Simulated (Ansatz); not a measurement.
HAlSi, singlet in 6-31G: errors against full CI

Geometry: a point of a stretch scan, not a stationary point.

```xyz
3

Si    0.0000    0.0000   -2.7472
Al    0.0000    0.0000   -0.3934
H     0.0000    0.0000    3.1406
```

Basis 6-31G; Ansatz 0.2.0. Only valence electrons are correlated (noble-gas cores frozen), which leaves 8 electrons in 18 orbitals. R marks a restricted (for open shells ROHF) determinant, U an unrestricted one. Active spaces: pair = (2e, 2o) about the gap; valence = (8e, 9o) chosen from the atoms' valence shells.

Full CI is exact within this basis and frozen core; it isn't the basis-set limit. The frozen core follows each run's orbitals, which can shift R against U totals by a few meV.

The determinant fills πx and πy unequally, so it is a mixture of Σ and Δ, which weighs on every level built on one determinant.

RHF is unstable: UHF (⟨S²⟩ = 2.11) lies 3.29 eV below the lowest RHF solution. Higher spins weren't run at this geometry and may lie near or lower.

The UHF ⟨S²⟩ is 2.108, the ⟨S²⟩ of the determinant under UCCSD is 2.010 and the T1 diagnostic (RCCSD) is 0.0844. The largest doubles amplitude (RCCSD) is 0.632.

| level | E − E(full CI) (kJ/mol) | wall time |
| --- | --- | --- |
| RHF† | 488.8 | – |
| UHF† | 171.8 | 1 s |
| RMP2† | 209.4 | – |
| UMP2† | 48.7 | – |
| CISD† | 111.0 | 0.48 s |
| RCCSD*† | 47.4 | – |
| UCCSD*† | -32.0 | – |
| RCCSD(T)*† | 11.5 | 1.9 s |
| UCCSD(T)*† | -51.2 | 7 s |
| BCCD(T)*† | 13.7 | 2.1 s |
| RCCSDT*† | 11.5 | – |
| UCCSDT*† | -73.0 | – |
| CISDTQ | 16.6 | 2.1 s |
| RCCSDT(Q)*† | 5.1 | 3.3 s |
| UCCSDT(Q)*† | -81.2 | 13 s |
| RCCSDTQ*† | 4.4 | 13 s |
| CASSCF (pair space)† | 262.4 | – |
| NEVPT2 (pair space)† | 81.6 | 0.81 s |
| MRCISD (pair space)† | 40.2 | – |
| MRCISD+Q (pair space)† | 11.9 | 0.9 s |
| CASSCF (valence space) | 55.6 | – |
| NEVPT2 (valence space) | 17.8 | 3.6 s |
| NEVPT4(SD) (valence space) | 2.9 | 4.2 s |
| MRCISD (valence space) | 1.7 | – |
| MRCISD+Q (valence space) | 0.4 | 4.5 s |

An asterisk marks runs whose energy the program itself flagged as in doubt. A dagger marks rows that describe another state than the reference (another or a broken symmetry, a higher spin or other natural occupations), so the difference holds a gap between states beside the method's error.

Times hold each run's SCF and search for its determinant on a shared host, so for small cases they say little of a method's own cost; they ran on 1 thread of Arm Neoverse V2.

The restricted determinant belongs to another symmetry than the lowest state (B2); the lowest full-CI state of the determinant's symmetry (A1) lies 0.038 eV higher, and methods that keep that symmetry describe that state.

Unrestricted levels hold only the spin's projection, and here they fall towards a lower state of higher spin.

The full-CI state has the irrep B2 of C2v, in the program's axes (one component, if the state is degenerate).

Natural occupations of full CI about the gap: 1.964 1.817 1.794 1.001 0.965 0.199 0.150 0.059 0.019 0.008; effectively unpaired electrons, Σ n²(2−n)², 2.47. No single determinant describes this state well, so single-reference rows can miss without a flag.
